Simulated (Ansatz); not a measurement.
**Silver, fcc under LDA: structure, energy and stiffness**

The plan for silver in the fcc structure: relax it, solve it on a dense k-mesh, switch on spin-orbit coupling, then scale the cell to 7 volumes from 88 to 112 % of the relaxed one and try a fit of the equation of state. The k-meshes are 13×13×13 for the relaxation; 22×22×22 for the dense run; 13×13×13 for spin-orbit coupling; 22×22×22 for the volumes. It starts from a deposited cell (COD).

Method: DFT LDA (PW92), plane waves (420 eV) with PAW, scalar-relativistic; PAW files made under PBE, frozen cores solved again for the functional, in Ansatz 0.2.0.

## 1. The starting structure

The structure is cubic, space group Fm-3m (No. 225). Conventional cell: a = 4.086 Å, b = 4.086 Å, c = 4.086 Å, α = 90.00°, β = 90.00°, γ = 90.00°. Around Ag (site symmetry m-3m) lie 12 Ag at 2.89 Å.

As a file:

```cif
data_structure
_symmetry_space_group_name_H-M 'Fm-3m'
_symmetry_Int_Tables_number 225
_cell_length_a 4.0862
_cell_length_b 4.0862
_cell_length_c 4.0862
_cell_angle_alpha 90.000
_cell_angle_beta 90.000
_cell_angle_gamma 90.000
_cell_volume 68.23
loop_
_atom_site_label
_atom_site_type_symbol
_atom_site_symmetry_multiplicity
_atom_site_Wyckoff_symbol
_atom_site_fract_x
_atom_site_fract_y
_atom_site_fract_z
_atom_site_occupancy
Ag1 Ag 4 a 0.00000 0.00000 0.00000 1
```

## 2. Geometry optimisation

Input file input.yaml:

```yaml
crystal:
  lattice:
    - [0.0, 2.0431, 2.0431]
    - [2.0431, 0.0, 2.0431]
    - [2.0431, 2.0431, 0.0]
  atoms:
    - { symbol: Ag, position: [0.0, 0.0, 0.0] }
hamiltonian:
  xc: lda
  pseudopotentials:
    kind: paw
    azcp:
      Ag: "pseudopotentials/Ag.paw.azcp"
basis:
  ecutwfc: 420
  fft_grid_basis: typed
kpoints:
  mp_grid: { grid: [13, 13, 13], shift: [0, 0, 0] }
magnetization:
  spin_polarized: false
scf:
  occupations: { method: fermi_dirac, width: 0.1 }
relax:
  max_steps: 60
  f_tol: 0.01
  cell: {}
```

After this run come: Single point on a dense mesh; With spin-orbit coupling; At 88 % of the relaxed volume; At 92 % of the relaxed volume; At 96 % of the relaxed volume; At 100 % of the relaxed volume; At 104 % of the relaxed volume; At 108 % of the relaxed volume; At 112 % of the relaxed volume.

What does the calculation give? Wanted: space group; conventional cell; volume; shortest distance; gap on the mesh; V₀, B₀, B₀′.

The runs gave:

```
                      quantity                         value
space group (spins left aside)               Fm-3m (No. 225)
             conventional cell                   a = 3.999 Å
                        volume                15.992 Å³/atom
             shortest distance                       2.828 Å
   against the measured volume       -6.2 % (17.057 Å³/atom)
               gap on the mesh  none (levels filled in part)
                   V₀, B₀, B₀′  16.011 Å³/atom, 139 GPa, 5.6
```

In words: The volume comes out 6.2 % smaller than measured. LDA binds too strongly as a rule, and cells come out small. No gap shows: it is a metal or semimetal at this level. Totals with and without spin-orbit coupling (-2.3 eV/atom apart) can't be read as binding, since the two-component data shift the zero of energy. B₀ comes out at 139 GPa.
